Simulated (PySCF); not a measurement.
Some computed properties have been withheld. Give your best values.

Compound: ethanamine, C2H7N.
Atom-mapped SMILES: `[CH3:1][CH2:2][NH2:3]` (hydrogens: H4, H5, H6 on C1; H7, H8 on C2; H9, H10 on N3)

Conformer (atom-mapped SMILES and torsion angles): `[CH3:1][CH2:2][NH2:3]`: H–N3–C2–C1 59°, H–N3–C2–C1 -59°.

```tsv
property	level	value
point group of the GFN2-xTB geometry	GFN2-xTB	Cs
rotational constants A, B, C of the GFN2-xTB geometry	GFN2-xTB	31.850, 8.888, 7.930 GHz
dipole moment	B3LYP/def2-SVPD	1.30 D
HOMO energy	B3LYP/def2-SVPD	-6.59 eV
LUMO energy	B3LYP/def2-SVPD	?
lowest singlet excitation	TDDFT B3LYP/def2-SVPD	5.95 eV (208 nm, f = 0.031)
strongest line among the 8 lowest singlet transitions	TDDFT B3LYP/def2-SVPD	S8 at 9.01 eV (138 nm, f = 0.062)
lowest triplet excitation (Tamm–Dancoff)	TDA B3LYP/def2-SVPD	5.70 eV
static isotropic polarisability	B3LYP/def2-SVPD	?
electronic spatial extent ⟨r²⟩ about the centre of nuclear charge	B3LYP/def2-SVPD	?
13C chemical shifts (computed TMS as zero) by class	GIAO PBE0/pcSseg-1	?
1H chemical shifts (computed TMS as zero) by class	GIAO PBE0/pcSseg-1	?
isotropic shieldings of nuclei other than C and H, by class	GIAO PBE0/pcSseg-1	?
largest of the computed one-bond spin–spin couplings (means over like bonds)	B3LYP/pcJ-1, spin–dipole term left out for some pairs	?
```

Electronic properties: PySCF, gas phase, density fitting. NMR classes are plain means over equivalent atoms (diastereotopic ones count apart unless rotation or inversion swaps them), as if these changed places fast; in this geometry the members of some classes differ.

(1) The electronic spatial extent ⟨r²⟩ about the centre of nuclear charge?

(2) What are the isotropic shieldings of nuclei other than C and H, by class?

(3) Give the 13C chemical shifts (computed TMS as zero) by class.

(4) What are the 1H chemical shifts (computed TMS as zero) by class?

(5) The largest of the computed one-bond spin–spin couplings (means over like bonds)?

(6) The LUMO energy?

(7) What is the static isotropic polarisability?

## Answers

(1) 208 bohr².

(2) 221 (N3) ppm.

(3) 42.9 (C2), 25.6 (C1) ppm.

(4) 2.77 (H7/H8), 1.00 (H4/H5/H6), 0.42 (H9/H10) ppm.

(5) 13C–1H +140.5 (C2–H7 and 1 like it), 13C–1H +130.6 (C1–H4 and 2 like it), 15N–1H -65.9 (N3–H9 and 1 like it), 13C–13C +32.1 (C1–C2), 15N–13C -3.8 (N3–C2) Hz.

(6) 0.42 eV.

(7) 37.3 au.

The largest Löwdin shares of the HOMO are 0.64 on N3, 0.10 on C2 and 0.09 on C1. No computed singlet falls in the visible range (750 to 380 nm, 1.65 to 3.26 eV); S1 lies 2.69 eV above its blue end. The rotational constants make it an asymmetric top with κ = (2B − A − C)/(A − C) = -0.92, nearer the prolate limit (−1). The principal polarisabilities are 34.4, 36.5 and 41.0 au; their mean is the isotropic value. The vertical singlet–triplet gap S1 − T1 is 0.25 eV (TDDFT singlet less Tamm–Dancoff triplet; S1: HOMO→LUMO, weight 0.96; T1: HOMO→LUMO, weight 0.92). In atomic units the dipole is 0.51 e·bohr (1 au = 2.5417 D).

One conformer stands for the species.
